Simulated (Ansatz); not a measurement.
Litharge SnO was calculated with LDA (plane waves, PAW; Ansatz, an electronic-structure program).

Total energies, extrapolated to zero smearing (they compare only within this program, potentials and cutoff; free atoms with spin allowed, lowest state found):

| system | energy (eV/atom) |
|---|---|
| litharge SnO, relaxed | -3217.4617 |
| free Sn atom | -5875.5669 |
| free O atom | -548.5492 |

Task: Work out the cohesive energy per atom.

Result: E_coh = [1 × (-5875.5669) + 1 × (-548.5492)]/2 − (-3217.4617) = 5.40 eV/atom. The reference value is 4.29 eV/atom (derived here from tabulated measurements, 0 K, copied from a table, unchecked, atomisation enthalpy taken to 0 K with CODATA's H(298.15)-H(0) of solid and atoms; inputs from Wang et al. (2021), doi:10.1038/s41598-021-94550-5), not set against a level without spin–orbit coupling.

Spin–orbit coupling is left out; its size isn't shown.

The PAW data were made under PBE.

Note: LDA has no dispersion term either, though it tends to give short spacings of layers, chains or molecules.
